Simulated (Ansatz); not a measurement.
Total energies of `CC(C)F`.

Cartesian coordinates in Å:
```
C 1.0737 0.6275 0.3333
C -0.3743 0.2102 0.3864
C -0.7379 -0.8587 -0.6130
F -1.1628 1.3336 0.1316
H 1.2669 1.4336 1.0429
H 1.7208 -0.2161 0.5846
H 1.3325 0.9755 -0.6695
H -0.6351 -0.1171 1.3998
H -0.5005 -0.5278 -1.6268
H -1.8039 -1.0858 -0.5609
H -0.1793 -1.7749 -0.4083
```

Total charge 0; spin multiplicity 1. The geometry is a stationary point of PBE0-D4/def2-TZVP. Basis def2-TZVPP, Ansatz.

RPA on PBE orbitals: Hartree–Fock energy of these orbitals -217.17166 Eh, correlation -1.27329 Eh (frozen core).

```tsv
functional	energy without D4 (Eh)	D4 term (kJ/mol)
LDA (SPW92)	-216.69841	–
PBE	-218.20317	-14.7
revPBE	-218.39684	-55.1
BLYP	-218.38955	-33.6
r2SCAN	-218.35243	-3.7
B97M-V	-218.43694	–
PBE0	-218.22652	-12.1
B3LYP	-218.48017	-23.4
r2SCANh	-218.34334	-3.8
r2SCAN0	-218.33056	-4.1
HSE06 (plane-wave form)	-218.21479	-11.1
BHLYP	-218.35731	-15.3
CAM-B3LYP	-218.37965	-11.9
LC-ωPBE	-218.34858	–
ωB97X-V	-218.40393	–
ωB97M-V	-218.37173	–
B2PLYP	-218.30080	–
PBE-QIDH	-218.19983	–
```

B3LYP takes the VWN-RPA correlation (the form of Gaussian; ORCA's B3LYP/G). HSE06 is the plane-wave form, built on full-range PBE exchange. The double hybrids freeze the cores in their second-order part.

LC-ωPBE has ω = 0.4 bohr⁻¹.
